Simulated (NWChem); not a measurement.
Molecule: oxygen (O2, triplet); SMILES O=O

Results from NWChem. Spin-unrestricted. Structure relaxed at the PBE0/def2-SVP, spin-unrestricted level. No stability test was run on the SCF state. Level: M06-2X/def2-SVP with COSMO at NWChem's default radii, gas-phase geometry; rows give the dielectric constant. Reactions with the solvent are ignored.

```
dielectric constant  electrostatic solvation energy (kcal/mol)
-------------------  -----------------------------------------
1.5                                                       -0.1
2.0                                                       -0.1
3.9                                                       -0.2
11.7                                                      -0.2
46.7                                                      -0.3
```
